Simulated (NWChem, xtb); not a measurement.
BHSCl (SMILES S[B]Cl): the dipole moment, rung by rung

BHSCl: 4 atoms, total charge 0, spin state doublet. SMILES: `S[B]Cl`. The coordinates come from a PBE0-D4/def2-TZVP relaxation.

```xyz
4

S     0.5664   -0.7891    0.5314
B    -0.2996    0.4757   -0.3458
Cl   -2.0141    0.6160   -0.4273
H     1.8029   -0.3629    0.2214
```

Each level gives the dipole moment (D). The values are calculated.

```json
{"level": "GFN2-xTB", "kind": "semi-empirical", "program": "xtb", "value (D)": "1.23"}
{"level": "GFN0-xTB", "kind": "semi-empirical", "program": "xtb", "value (D)": "2.83"}
{"level": "GFN1-xTB", "kind": "semi-empirical", "program": "xtb", "value (D)": "1.88"}
{"level": "UHF/STO-3G", "kind": "Hartree–Fock", "program": "NWChem", "value (D)": "2.48"}
{"level": "UHF/3-21G", "kind": "Hartree–Fock", "program": "NWChem", "value (D)": "2.10"}
{"level": "USVWN5/STO-3G", "kind": "LDA", "program": "NWChem", "value (D)": "2.43"}
{"level": "USVWN5/3-21G", "kind": "LDA", "program": "NWChem", "value (D)": "1.58"}
{"level": "USVWN5/6-31G", "kind": "LDA", "program": "NWChem", "value (D)": "1.60"}
{"level": "USVWN5/6-31G* (spherical functions)", "kind": "LDA", "program": "NWChem", "value (D)": "1.25"}
{"level": "USVWN5/6-31G** (spherical functions)", "kind": "LDA", "program": "NWChem", "value (D)": "1.24"}
```

The values span 1.23 to 2.83 D. Magnitudes only. Sets without polarisation functions give poor dipoles.
